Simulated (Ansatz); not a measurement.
A made-up structure of C2H5Si, doublet:

```xyz
8
angstrom
C -0.5442 0.9042 -0.3048
C 0.3423 -0.2520 -0.0155
Si 0.2107 -1.4560 1.2847
H -1.4752 0.8726 0.2640
H -0.8015 0.9176 -1.3715
H -0.0492 1.8616 -0.1038
H -0.1889 -0.0076 -0.7123
H 0.9999 -2.6345 0.7575
```

It is relaxed with PBE-D4/def2-SVP and then PBE0-D4/def2-TZVP (Ansatz 0.2.0). Atoms count as bonded within 1.22 times the sum of their covalent radii (H–H: 0.88 Å). The end point is not checked to be a true minimum.

(1) Does its bonding change? (A judgement: the text doesn't fix the answer.)

Answers

(1) Computed: Yes. Formed: none; broken: C1–H7.

Where it ends: The first stage lowers the energy by 5.81 eV in 18 steps. It ends as C₂H₅Si ([CH3][CH][SiH]):
```xyz
8
angstrom
C -0.5810 1.0275 -0.2459
C -0.1654 -0.3919 -0.1060
Si 0.6662 -1.1764 1.2541
H -1.6711 1.1412 -0.2167
H -0.2650 1.4125 -1.2238
H -0.1477 1.6700 0.5228
H -0.6405 -1.0774 -0.8139
H 1.2986 -2.3998 0.6277
```

Labels in which every atom is bracketed show which atoms are joined, not bond orders.

For scale, one of the runs: PBE0-D4/def2-TZVP relaxation, 129 basis functions, launched by `ansatz run in.yaml --threads 2 --pin off --events-out ev --progress --plain --max-ram 4352MiB`. The run took about 35 s on 2 CPU threads of an Arm Neoverse V2 (shared host).
